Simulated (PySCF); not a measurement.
Species: C3H3Cl.
SMILES with atom numbers: `[CH2:1]=[C:2]=[CH:3][Cl:4]` (hydrogens: H5, H6 on C1; H7 on C3)

Geometry (GFN2-xTB, Å), atoms numbered from 1 in this order:
```
atom  x, y, z in Å
C1    -1.3519    0.0509    0.0163
C2    -0.0653   -0.0874   -0.0007
C3     1.2239   -0.2022   -0.0187
Cl4    2.2792    1.1833   -0.0654
H5    -1.9311    0.0817   -0.8931
H6    -1.9009    0.1215    0.9419
H7     1.7495   -1.1429   -0.0075
```

Method used: TDDFT PBE0/def2-SVPD, vertical, gas phase, core orbitals frozen in the response (PySCF 2.14.0, density-fitted response routines).

Ground-to-excited transition dipoles (e·a0, same axes as the geometry; the sign carries no meaning), for the states with f of 0.002 or more among the lowest 8:

| state | E (eV) | μx | μy | μz |
| --- | --- | --- | --- | --- |
| S4 | 6.725 | 0.328 | 0.071 | -0.007 |
| S6 | 7.460 | 2.259 | 0.268 | -0.042 |
| S8 | 7.538 | -0.009 | -0.004 | -0.176 |

Question: Work out the oscillator strengths.

Answer: f = (2/3) ΔE |μ|² with ΔE in hartree (27.2114 eV).

```tsv
state	|μ|² (au)	|μ| (D)	f
S4	0.112	0.85	0.019
S6	5.174	5.78	0.946
S8	0.031	0.45	0.006
```

Question: What is the point group, and which symmetry does each of these states have?

Answer: Cs. From a totally symmetric ground state, an allowed state transforms like the component of the dipole operator along its μ. Polarised normal to the mirror plane, so A″: S8. Polarised in the mirror plane, so A′: S4 and S6.

Question: What angle do the transition dipoles of S4 and S6 make?

Answer: |cos θ| = |μa·μb| / (|μa| |μb|) = 1.00, so θ ≈ 6° (taken between 0 and 90°, since the signs are arbitrary).

Question: What peak molar absorption coefficient would the strongest computed level give as a lone Gaussian band 0.3 eV wide at half height?

Answer: ε(max) = 2.175×10⁸ f / FWHM, with the width in cm⁻¹. S6: 2.175×10⁸ × 0.9457 / 2420 ≈ 85000 L mol⁻¹ cm⁻¹.

Hardware: one thread of an Arm Neoverse V2 (shared host). Cost: 4.4 s.
